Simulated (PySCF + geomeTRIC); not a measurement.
Species: HS, SMILES `[SH]` (charge 0, multiplicity 2).

Q: Give a relaxed geometry from TPSSh-D3(BJ)/def2-TZVP (PySCF + geomeTRIC).

A: the end point of this relaxation (outside a Z-matrix the atoms follow the SMILES, hydrogens last).
Bond lengths (Å): S1–H2 1.347.
